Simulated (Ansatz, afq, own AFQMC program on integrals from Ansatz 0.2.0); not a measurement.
AFQMC on a folder of integrals that Ansatz 0.2.0 wrote.

```yaml
crystal:
  periodic: [false, false, false]
  atoms:
    - {symbol: Ge, position_ang: [0.000000, 0.000000, 0.878607]}
    - {symbol: Ge, position_ang: [0.000000, 0.000000, -0.927393]}
    - {symbol: H, position_ang: [0.000000, 1.262069, 1.757959]}
    - {symbol: H, position_ang: [0.000000, -1.262069, 1.757959]}
basis:
  gaussian: {orbitals: cc-pVDZ}
magnetization: {spin_polarized: false}
correlation: {method: ccsd_t, electrons: outside_noble_gas, hamiltonian_folder: ham}
```

```sh
$ ansatz run in.yaml --threads 1 --pin off --events-out ev --progress --plain --max-ram 1382MiB
```

afq runs on the folder ham with

```
--method phaseless --trial cisd --walkers 70 --populations 1 --least-time 40 --time-step 0.005 --steps-per-block 50 --equilibration-blocks 28 --max-blocks 300 --target-error 0.00038 --factor-cut 1e-05 --seed 738 --release-times 0.24,0.51,0.99,1.62,2.4 --release-step 0.03 --release-every 4 --taylor-order 6
```

Times are imaginary, in 1/Eh. The walk had a cap of 536 s. Filled inner d shells are frozen with the cores.

Output of the walk:

```
orbitals 36  electrons 5 5  factors 304 of 746
reference energy -4151.63665273 Eh
CCSD correlation -0.18969760 Eh in 12 cycles, weight of the determinant in the CISD state 0.8619
energy of the start -4151.826350 Eh
 block  time / (1/Eh)  mean weight  energy / Eh
     1     0.250  1.0001  -4151.823558
     2     0.500  1.0003  -4151.824088
     3     0.750  1.0023  -4151.825245
     4     1.000  1.0001  -4151.825815
     5     1.250  1.0007  -4151.827243
     9     2.250  1.0002  -4151.838286
    33     8.250  0.9997  -4151.832447
    65    16.250  1.0002  -4151.837279
    97    24.250  0.9988  -4151.847946
   129    32.250  1.0017  -4151.834190
   161    40.250  1.0007  -4151.841242
   193    48.250  1.0000  -4151.838993
   225    56.250  0.9979  -4151.834794
   257    64.250  0.9996  -4151.832612
   273    68.250  1.0008  -4151.830407
   289    72.250  1.0017  -4151.831407
   321    80.250  0.9989  -4151.834879
blocks merged  error / Eh  count
     1  0.000203  300
     2  0.000263  150
     4  0.000334  75
     8  0.000406  37
    16  0.000492  18
    32  0.000491  9
released: time / (1/Eh)  energy / Eh  error  mean overlap
  0.24  -4151.834311  0.000493  0.9997
  0.51  -4151.834588  0.000465  0.9948
  0.99  -4151.834706  0.000342  0.9890
  1.62  -4151.834522  0.000307  0.9874
  2.40  -4151.834616  0.000418  0.9610
energy -4151.834599 +/- 0.000492 Eh
(rows thinned)
```

The run passed its tests (sampling time, drift between the halves within three errors, error under three times the target), which doesn't prove that it has relaxed.

Against this walk (error 13.4 meV) on the same determinant: CCSD(T) 52.5 meV higher, CCSDT(Q) 12.4 meV higher (within the noise). The error is statistical and leaves out the bias of the constraint. Released to 2.40 1/Eh the energy moves by 0 ± 18 meV (both errors), within twice the noise.

Cautions: constraint bias not in the error; error above the target (13.4 against 10.3 meV); no relativity below Rb; no spin-orbit coupling; inner d shell frozen; higher spins were not checked; restricted determinant unstable towards unrestricted (UHF 92 meV lower, ⟨S²⟩ 0.42).

The walk took 3.1 min on 1 thread of Arm Neoverse V2, on a shared host. The log's last line is the phaseless energy.

CCSDT and higher add their correlation energy to the determinant of the CCSD(T) run, since their own runs factorise the integrals more tightly (a shift of under 2 meV). A walk keeps the symmetry of its determinant, which the program's search chose and which needn't be the lowest solution, so a lower state of the same spin and another symmetry isn't excluded.
